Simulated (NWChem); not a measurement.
CN anion

```xyz
2

C      0.0000     0.0000    -0.6322
N      0.0000     0.0000     0.5419
```
Atoms are numbered in this order, from 1.

Computed with NWChem. Sets without diffuse functions describe the anion's extra electron poorly. Coordinates come from a B3LYP/def2-SVPD optimisation. Level MN15/def2-SVP: energy and gradient on several grids; changes count from the extra-fine grid, which is no exact limit either.

**Question.** Which is the coarsest grid (fine; xfine; coarse; xcoarse; medium) from which on the energy stays within 500 μHa and each gradient component within 500 μHa/bohr of xfine?

**Answer.** coarse.
```
grid     size of the energy change (μHa)  largest change of a gradient component (μHa/bohr)
-------  -------------------------------  -------------------------------------------------
xcoarse                             2000                                                400
coarse                                20                                                 80
medium                              < 10                                               < 30
fine                                < 10                                               < 30
xfine                               < 10                                               < 30
```
